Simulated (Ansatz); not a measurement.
`CC1(O)C=C1` + H₂ → `CC1C=C1` + H₂O at 700 K and 1 bar (hydrogenolysis of a C–O bond).

Calculated with Ansatz (gas phase, PBE0-D4/def2-TZVP geometries, no zero-point term in ΔE). CCSD(T)/CBS adds triple-zeta CCSD(T) − MP2 to the extrapolated MP2 energy (def2 sets, frozen cores). This one scheme is used for every species. One conformer a species, not always the lowest.

```
     species  CCSD(T)/CBS energy (Eh)  H − E (kJ/mol)  S (J/(mol·K))
`CC1(O)C=C1`               -230.89931           303.7          411.5
          H₂                 -1.17544            46.8          155.3
   `CC1C=C1`               -155.72298           280.5          371.6
         H₂O                -76.37941            80.5          218.4
```

H − E and S are ideal-gas, rigid-rotor, harmonic terms from PBE0-D4/def2-TZVP, for one conformer and one mirror image of each species. The MP2-based limit puts H₂ 0.8 mEh under its directly extrapolated value; such offsets cancel only in part. 1 Eh = 2625.50 kJ/mol, R = 8.31446 J/(mol·K).

Q: By hand: ΔE, ΔH, ΔS and ΔG.

A: ΔE = (-155.72298) + (-76.37941) − (-230.89931) − (-1.17544) = -0.02764 Eh = -72.6 kJ/mol. Δ(H − E) = 280.5 + 80.5 − 303.7 − 46.8 = 10.5, so ΔH = -62.1 kJ/mol. ΔS = 371.6 + 218.4 − 411.5 − 155.3 = 23.2 J/(mol·K). ΔG = -62.1 − 700 × (23.2)/1000 = -78.3 kJ/mol.

Q: By hand: the equilibrium constant, and the temperature at which ΔG would vanish if ΔH and ΔS stayed fixed.

A: log₁₀ K = −ΔG/(RT ln 10) = 5.8. ΔH and −TΔS have one sign here, so there is no such temperature.

ΔH outweighs TΔS. A doubt of 5 kJ/mol in ΔE shifts log₁₀ K by 0.4 here. Other conformers and mirror images would add mixing entropy, several J/(mol·K) or more a flexible species. These are equilibria of isolated gas molecules and say nothing of rates. Largest T1 diagnostic: 0.011 (customary marks: 0.02 for closed shells, 0.045 for open ones).
